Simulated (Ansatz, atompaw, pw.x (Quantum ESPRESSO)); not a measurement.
## What a changed setting does to a pw.x run (diamond Mg)

Potential: PAW, atompaw 4.2.0.5, LDA (PW92); core [Ne], reference 3s1 3p1; waves: 3s (bound): rc 2.90 bohr; 3s channel at 2.09 Ry: rc 3.00 bohr; 3p (bound): rc 3.00 bohr; 3p channel at 0.25 Ry: rc 3.00 bohr; 3d channel at -0.1 Ry: rc 3.00 bohr; 3d channel at 0.55 Ry: rc 3.00 bohr; local part: troulliermartins scheme with l = 3 at -0.5 Ry, radius 2.45 bohr; core correction: smooth core density matched at 2.10 bohr; augmentation: besselshape compensation charge, radius 2.20 bohr; PAW radius 3.00 bohr; waves and projectors: custom rrkj gramschmidtortho.

The reference run (k-mesh 8³, cutoffs 40/400 Ry, Fermi–Dirac 0.01 Ry, mixing_beta 0.4, conv_thr 1e-9, no spin) gives 0.04 GPa at 37.617 Å³/atom, where all-electron LAPW gives -0.01 GPa. This run, with its own iteration cap, changes conv_thr to 1e-12.

```
&control
  calculation='scf', prefix='x', pseudo_dir='./', outdir='./tmp', tstress=.true., disk_io='none'
/
&system
  ibrav=0, nat=2, ntyp=1, ecutwfc=40, ecutrho=400, nbnd=9,
  occupations='smearing', smearing='fd', degauss=0.01
/
&electrons
  conv_thr=1e-12, mixing_beta=0.4, electron_maxstep=50
/
ATOMIC_SPECIES
Mg 1.0 Mg.UPF
CELL_PARAMETERS angstrom
  0.00000000 3.35064219 3.35064219
  3.35064219 0.00000000 3.35064219
  3.35064219 3.35064219 0.00000000
ATOMIC_POSITIONS crystal
Mg 0.0000 0.0000 0.0000
Mg 0.2500 0.2500 0.2500
K_POINTS automatic
8 8 8 0 0 0
```

```bash
pw.x < Mg.scf.in > Mg.scf.out
```

Problem. How does the run end?

Solution. It converges in 9 iterations; the free energy moves by +0.0 meV/atom and the pressure by +0.00 GPa. The result is that of the reference run.

```
Message from routine setup:
     using ibrav=0 with symmetry is DISCOURAGED, use correct ibrav instead
     lattice parameter (alat)  =       8.9545  a.u.
     unit-cell volume          =     507.7042 (a.u.)^3
     number of electrons       =         4.00
     number of Kohn-Sham states=            9
     kinetic-energy cutoff     =      40.0000  Ry
     charge density cutoff     =     400.0000  Ry
     scf convergence threshold =      1.0E-12
     Exchange-correlation= SLA PW NOGX NOGC
     number of k points=    29  Fermi-Dirac smearing, width (Ry)=  0.0100
     negative rho (up, down):  3.051E-02 0.000E+00
     iteration #  1     ecut=    40.00 Ry     beta= 0.40
     negative rho (up, down):  4.662E-02 0.000E+00
     total energy              =     -63.73430068 Ry
     estimated scf accuracy    <       0.01134027 Ry
     iteration #  2     ecut=    40.00 Ry     beta= 0.40
     negative rho (up, down):  6.924E-02 0.000E+00
     total energy              =     -63.73290545 Ry
     estimated scf accuracy    <       0.00323386 Ry
     iteration #  3     ecut=    40.00 Ry     beta= 0.40
     negative rho (up, down):  7.340E-02 0.000E+00
     total energy              =     -63.73312860 Ry
     estimated scf accuracy    <       0.00003961 Ry
     iteration #  4     ecut=    40.00 Ry     beta= 0.40
     c_bands:  1 eigenvalues not converged
     negative rho (up, down):  7.365E-02 0.000E+00
     total energy              =     -63.73313512 Ry
     estimated scf accuracy    <       0.00000192 Ry
     iteration #  5     ecut=    40.00 Ry     beta= 0.40
     negative rho (up, down):  7.355E-02 0.000E+00
     total energy              =     -63.73313530 Ry
     estimated scf accuracy    <       0.00000002 Ry
     iteration #  6     ecut=    40.00 Ry     beta= 0.40
     negative rho (up, down):  7.355E-02 0.000E+00
     total energy              =     -63.73313532 Ry
     estimated scf accuracy    <          2.8E-09 Ry
     iteration #  7     ecut=    40.00 Ry     beta= 0.40
     negative rho (up, down):  7.355E-02 0.000E+00
     total energy              =     -63.73313532 Ry
     estimated scf accuracy    <          1.9E-12 Ry
     iteration #  8     ecut=    40.00 Ry     beta= 0.40
     negative rho (up, down):  7.355E-02 0.000E+00
     total energy              =     -63.73313532 Ry
     estimated scf accuracy    <          4.6E-12 Ry
     iteration #  9     ecut=    40.00 Ry     beta= 0.40
     negative rho (up, down):  7.355E-02 0.000E+00
     the Fermi energy is     0.8284 ev
!    total energy              =     -63.73313532 Ry
     estimated scf accuracy    <          3.9E-14 Ry
     smearing contrib. (-TS)   =      -0.00543447 Ry
     The total energy is F=E-TS. E is the sum of the following terms:
     one-electron contribution =       1.80017313 Ry
     hartree contribution      =       0.11851414 Ry
     xc contribution           =      -2.07049562 Ry
     ewald contribution        =      -3.40301423 Ry
     one-center paw contrib.   =     -60.17287828 Ry
     convergence has been achieved in   9 iterations
     negative rho (up, down):  7.355E-02 0.000E+00
          total   stress  (Ry/bohr**3)                   (kbar)     P=        0.43
     Message from routine punch:
     Nothing written, as per user request (disk_io='none')
```

The run took about 17 s on one core of a shared host (Intel(R) Xeon(R) Platinum 8488C, 96 threads, 744 GiB, load 37).
